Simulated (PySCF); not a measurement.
## Vibration and rotation of BF⁺

UHF-CCSD(T) constants of BF⁺, ²Σ⁺ (doublet), unpaired electrons σ ↑ (basis B aug-pcseg-1, F aug-pcseg-1; no relativity; PySCF 2.14; masses 11.0093 and 18.9984 u):

| Quantity | Value |
| --- | --- |
| ωe | 1632.5 cm⁻¹ |
| ωexe | 11.0 cm⁻¹ |
| Be | 1.5946 cm⁻¹ |
| αe | 0.0164 cm⁻¹ |
| De to B⁺ + F | 4.43 eV |

Task: What force constant and bond length do these constants imply?

Result: Reduced mass μred = 6.9702 u; k = 5.8918×10⁻⁷·μred·ωe² (u, cm⁻¹, mdyn/Å) = 10.9 mdyn/Å; Re = √(16.8576/(μred·Be)) (u, cm⁻¹, Å) = 1.232 Å.

Task: Estimate the centrifugal constant D from the Kratzer relation and find the Dunham coefficient a1.

Result: D = 4Be³/ωe² = 6.09e-06 cm⁻¹; a1 = −1 − αeωe/(6Be²) = -2.75.

Correlated steps freeze 2 core orbitals. Correlated levels converge slowly with the basis: in double zeta they bind strong bonds too weakly, by up to about 1 eV, and carry superposition errors of some tenths. For an ion De counts to the pair picked by the measured ionisation energies or electron affinities, which need not be the lowest pair at this level. The state is the lowest determinant that a PBE0 search found; another state may lie lower at other levels.
